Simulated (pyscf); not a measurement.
**Routes from ethyl (•H₂C–CH₃) + ammonia (NH₃)**

Candidate steps break at most two bonds and form at most two. Each was searched with GFN2-xTB (tblite) first. Optimised with ωB97X-D3(BJ)/def2-SVP in PySCF. Correlated levels are frozen-core, on RHF or UHF. ΔMP2 is the change of the MP2 total energy from the triple- to the quadruple-zeta basis. Energies: CCSD(T)/def2-TZVPP + ΔMP2(QZVPP), eV, from the separated reactants, doublet surface; ΔG‡ with ideal gas, 1 atm, RRHO with modes under 100 cm⁻¹ raised to 100, one conformer, R ln 2 for chiral ones without a mode under 150 cm⁻¹.

```tsv
products	type	ΔE‡	ΔE	ΔG‡ 298 K	ΔG‡ 900 K	ν‡ (cm⁻¹)
H₃C–CH₃ + NH₂•	hydrogen abstraction	0.78	+0.26	1.14	2.02	1790i
H₃C–CH₂–NH₂ + H•	substitution at N	1.94	+1.01	2.38	3.36	1651i
```

Plain bond fissions and candidates not yet searched are not listed, and one of them may be faster. Each barrier is that of the saddle found; lower ones may exist. The CCSD(T) − MP2 part came from Ansatz, without density fitting, on the same reference.
